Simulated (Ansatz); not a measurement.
Elastic constant C12 (GPa) of 37 elemental solids other than molecular ones, computed with PBE (Ansatz, a first-principles code, plane waves, PAW) and with PBEsol (plane waves, PAW; Ansatz). The set holds measured phases with no doubt noted on the run or the magnetic state but for the caveats below. 8 more of the class have both values but aren't in it, for one of these reasons: built or high-temperature cells, doubts on the run or the magnetic state, unlike cells, values of zero, layered or molecular crystals. Solids without a value at one level (not run, failed, or a magnetic order lost), or held back for tests, aren't counted.

Every twentieth of the way through the set, in order of the shift (worked out from unrounded values):

```csv
solid,PBE,PBEsol,shift (%)
hcp Y,25.0,24.6,-1.8
bcc Ba,7.26,7.22,-0.6
bcc Na,7.22,7.30,+1.1
bcc K,3.42,3.51,+2.6
hcp Sc,37.7,38.9,+3.1
hcp Mg,24.2,25.1,+3.6
bcc Cs,1.85,1.92,+3.9
bcc Rb,2.63,2.77,+5.2
hcp Hf,69.5,73.1,+5.3
hcp Re,266,285,+7.2
fcc Sr,9.82,10.7,+9.0
hcp Tc,219,240,+9.8
hcp Ru,181,203,+12.5
hcp Co,169,194,+14.7
white tin (β-Sn),55.7,64.2,+15.3
fcc Ni,157,184,+17.3
bcc Fe,147,177,+20
fcc Pb,35.7,43.4,+22
hcp Cd,38.4,46.9,+22
fcc Au,131,164,+26
hcp Tl,24.4,34.1,+40
```

The shift from PBE to PBEsol has a median of +9.0 %, and eight in ten lie between +0.9 % and +23 %; PBEsol is the larger in 34 of 37. Each level is at its own cell, so the shift holds the change of volume too.

Ansatz's runs of these crystals have no spin polarisation, but for bcc Fe, hcp Co, fcc Ni.

Density-functional runs with spin start from parallel moments for bcc Fe, parallel moments for hcp Co, parallel moments for fcc Ni.

Spin–orbit coupling is left out, also for the solids with elements from indium on (fcc Pt, hcp Os, bcc Ba, white tin (β-Sn), double-hcp La, hcp Tl, fcc Ir, hcp Re, bcc Cs, hcp Hf and 3 more); its size isn't shown.

Each level is taken at its own relaxed cell. Ansatz's density-functional and Hartree–Fock values are scalar-relativistic unless marked +SOC, with PAW data made under PBE.
